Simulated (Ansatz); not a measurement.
# HSCl (triplet): from Hartree-Fock to the top rungs at distance Cl1–H2 along a hydrogen transfer = 1.931 Å, cc-pVDZ

Aim: climb from Hartree-Fock through coupled cluster and multireference methods for HSCl (triplet) at one geometry and basis, and see what each rung misses.

Program: Ansatz 0.2.0, Gaussian basis. Level of theory: cc-pVDZ, core rule «outside noble gas», up to 10 orbitals frozen. These are calculated values, not measurements.

Plan: UHF; CCSD(T) on ROHF; CCSD(T) on UHF; BCCD(T) on ROHF; CISD; CCSDT(Q) on ROHF; CCSDT(Q) on UHF; CASSCF and MRCISD+Q, 4 electrons in 4 orbitals; CASSCF and NEVPT2, 4 electrons in 4 orbitals; CASSCF and MRCISD+Q, 14 electrons in 9 orbitals; CASSCF and MRCISD+Q(relaxed), 14 electrons in 9 orbitals; CASSCF and NEVPT2, 14 electrons in 9 orbitals.

10 further runs of the same task are left out: 1 for a mislabelled method, 9 that didn't finish.

## Step 1: The system

The geometry derives from fragments relaxed apart (PBE0/def2-TZVP) and kept rigid, so it is no stationary point. A hydrogen atom is moved between rigid fragments.

3 atoms, charge 0, spin multiplicity 3.

Atoms are counted from 1 here; the program's logs count them from 0.

Bond lengths: H2–S3 1.489 Å.

## Step 2: UHF

in.yaml reads:

```yaml
crystal:
  periodic: [false, false, false]
  atoms:
    - {symbol: Cl, position_ang: [0.000000, 0.000000, -1.783667]}
    - {symbol: H, position_ang: [0.000000, 0.000000, 0.147333]}
    - {symbol: S, position_ang: [0.000000, 0.000000, 1.636333]}
basis:
  gaussian: {orbitals: cc-pVDZ}
magnetization: {spin_polarized: true, initial_magnetization: 2}
hamiltonian: {xc: hf}
output: {orbitals: {seedname: orbitals}}
```

Command:

```
> ansatz run in.yaml --threads 1 --pin off --events-out ev --progress --plain --max-ram 2393MiB
```

After this run come: CCSD(T) on ROHF; CCSD(T) on UHF; BCCD(T) on ROHF; CISD; CCSDT(Q) on ROHF; CCSDT(Q) on UHF; CASSCF and MRCISD+Q, 4 electrons in 4 orbitals; CASSCF and NEVPT2, 4 electrons in 4 orbitals; CASSCF and MRCISD+Q, 14 electrons in 9 orbitals; CASSCF and MRCISD+Q(relaxed), 14 electrons in 9 orbitals; CASSCF and NEVPT2, 14 electrons in 9 orbitals.

**Question.** What will the summary of the whole plan be? Wanted: UCCSDT(Q) below the RHF energy; RMP2 from UCCSDT(Q); UMP2 from UCCSDT(Q); RCCSD from UCCSDT(Q); RCCSD(T) from UCCSDT(Q); UCCSD(T) from UCCSDT(Q); RCCSDT(Q) from UCCSDT(Q); NEVPT2 pair from UCCSDT(Q); MRCISD+Q pair from UCCSDT(Q).

The runs gave:

```
                         quantity                                                                                                               value
   UCCSDT(Q) below the RHF energy                                                                                                          -7.7795 eV
              RMP2 from UCCSDT(Q)                                                                                                       +114.9 kJ/mol
              UMP2 from UCCSDT(Q)                                                                                                       +116.7 kJ/mol
             RCCSD from UCCSDT(Q)                                                                                                        +16.1 kJ/mol
          RCCSD(T) from UCCSDT(Q)                                                                                                         +3.2 kJ/mol
          UCCSD(T) from UCCSDT(Q)                                                                                                         +3.2 kJ/mol
         RCCSDT(Q) from UCCSDT(Q)                                                                                                          0.0 kJ/mol
       NEVPT2 pair from UCCSDT(Q)                                                                                                       +103.7 kJ/mol
     MRCISD+Q pair from UCCSDT(Q)                                                                                                         +4.0 kJ/mol
    NEVPT2 valence from UCCSDT(Q)                                                                                                       +156.8 kJ/mol
levels within 1 kcal/mol (43 meV)  RCCSD(T), UCCSD(T), BCCD(T), RCCSDT, UCCSDT, RCCSDT(Q), MRCISD+Q pair, MRCISD+Q valence, MRCISD+Q(relaxed) valence
                    T1 diagnostic                                                                                                               0.024
   effectively unpaired electrons                                                                                                                2.02
```

What this shows: RCCSD(T) lands +3.2 kJ/mol from the yardstick (0.4 % of the correlation energy). One determinant dominates. Of the multireference levels listed MRCISD+Q(relaxed) valence comes nearest in total energy (+1.4 kJ/mol), which doesn't show that its space is the better one. These misses are within one basis, not against nature; the frozen cores of restricted and unrestricted runs differ, which can shift their rows.
